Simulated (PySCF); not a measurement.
H4N2, charge +1, multiplicity 2. Atoms are numbered in the order given.

```xyz
6

N      0.0000     0.0000    -0.6525
N      0.0000     0.0000     0.6525
H      0.0000    -0.8820    -1.1506
H      0.0000     0.8820    -1.1506
H      0.0000     0.8820     1.1506
H      0.0000    -0.8820     1.1506
```
Charge +1, spin multiplicity 2.

Coordinates come from a ωB97X-D3(BJ)/def2-TZVP optimisation. The spin state was assumed, not searched.

These are PBE/def2-TZVPD (PySCF) values and carry that method's errors.

Isolated molecule, no solvent.

```yaml
total_energy: -111.49661 hartree
point_group: D2h
"α spin, highest occupied and lowest empty level": -12.06 and -6.18 eV
"β spin, highest occupied and lowest empty level": -16.44 and -10.38 eV
dipole_moment_about_the_centre_of_nuclear_charge: 0.00 D
mean_static_polarisability: 16.7 bohr³ (2.48 Å³)
polarisability_principal_values: 12.4, 15.3, 22.5 bohr³
"⟨S²⟩": 0.752 (pure state 0.75)
```
